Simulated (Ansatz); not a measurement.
Ansatz (a program for electronic structure) input:
A basis named .json is the Basis Set Exchange file of that set.

Ansatz 0.2 input:
```yaml
crystal:
  periodic: [false, false, false]
  atoms:
    - {symbol: O, position_ang: [-1.08887154, -0.44118669, -0.01223018]}
    - {symbol: C, position_ang: [-0.05027312, 0.20044672, 0.00177486]}
    - {symbol: O, position_ang: [1.16824354, 0.12471821, 0.00942801]}
    - {symbol: H, position_ang: [-0.33333734, 1.32906756, 0.01176824]}
basis:
  gaussian:
    orbitals: aug-cc-pVTZ
    fitting: {mean_field: def2-universal-jkfit, correlation: aug-cc-pVTZ-RIFIT.json}
magnetization: {spin_polarized: true, initial_magnetization: 1}
correlation: {method: mp2, electrons: outside_noble_gas}
```

What final total energy does it print?

-188.76948 Eh (RI-MP2/aug-cc-pVTZ). The basis has 161 functions.

It need not be the lowest isomer of its formula.
